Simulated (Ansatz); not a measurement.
How close CCSD(T) comes to the exact answer in a basis

Each species is computed at the geometry given (Å), with frozen cores, in Ansatz 0.2.0: RHF-CCSD(T) for singlets, UHF-CCSD(T) otherwise, and full CI in the same basis. The program picks the determinant by a search with trial CCSD, so it needn't be the lowest Hartree–Fock solution. States: NS⁺ singlet Σ⁺, HAlNa doublet A', Mg2H doublet Σ⁺ or Δ. Cases whose determinant has another symmetry than full CI's state, or lies over 0.5 eV above the lowest of its kind, whose (Q) step broke down or whose higher cluster runs on it stay over 0.1 eV above full CI weren't drawn.

Question: Judging by size, spin and bonding and the diagnostics given, rank them by the size of CCSD(T)'s error in total energy against full CI in the same basis, smallest first (an estimate).
A. NS⁺, singlet, 6-31G: N 0.000 0.000 0.000; S 0.000 0.000 1.423. T1 0.019, (T) -223 meV in a correlation energy of -5.87 eV
B. Mg₂H, doublet, cc-pVDZ: Mg 0.000 0.000 0.380; Mg 0.000 0.000 -2.266; H 0.000 0.000 1.886. T1 0.021, (T) -34 meV in a correlation energy of -2.03 eV
C. HAlNa, doublet, cc-pVDZ: Al 0.000 -0.297 1.300; Na 0.000 0.298 -1.616; H 0.000 1.153 2.066. T1 0.045, (T) -49 meV in a correlation energy of -2.19 eV

Answer: B (15.8 meV), C (21.5 meV), A (75.9 meV).

```tsv
species	basis	correlated electrons	CCSD(T) − full CI (meV)	CCSDT(Q) − full CI (meV)	unpaired electrons (full CI)	T1	⟨S²⟩ of the determinant
Mg2H, doublet	cc-pVDZ	5	15.8	0.0	1.08	0.021	0.76
HAlNa, doublet	cc-pVDZ	5	21.5	0.1	1.09	0.045	0.84
NS⁺, singlet	6-31G	10	75.9*	-2.7	0.17	0.019	0.00
```

Unpaired electrons are Σ n²(2−n)² over natural occupations; an open shell counts its own unpaired electrons too. Frozen cores follow each run's orbitals, which moves totals by a few meV. RHF is unstable for NS⁺, singlet in 6-31G: UHF reaches ⟨S²⟩ = 0.74. An asterisk marks runs whose energy the program itself flagged as in doubt.
